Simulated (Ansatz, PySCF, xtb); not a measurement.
Acid–base and redox partners of C=C. All species are isolated molecules in the gas phase. Strings in code marks are SMILES.

Quantity: proton affinity at 298 K, in eV. Thermal and zero-point terms are GFN2-xTB rigid-rotor harmonic values (xtb).

Level 1: frozen-core MP2/6-31G* // PBE0-D3(BJ)/def2-TZVP (PySCF)
Level 2: HF/3-21G // PBE0-D3(BJ)/def2-TZVP (PySCF)
Level 3: HF/6-31G* // PBE0-D3(BJ)/def2-TZVP (PySCF)
Level 4: HF/cc-pVTZ // PBE0-D3(BJ)/def2-TZVP (Ansatz, a first-principles code)

```csv
species,level 2,level 3,level 4
proton added at C1: `[CH2+]C`,7.19,7.38,7.37
```

### Question
What does level 1 give for each?

### Answer

- proton added at C1: `[CH2+]C`: 6.86
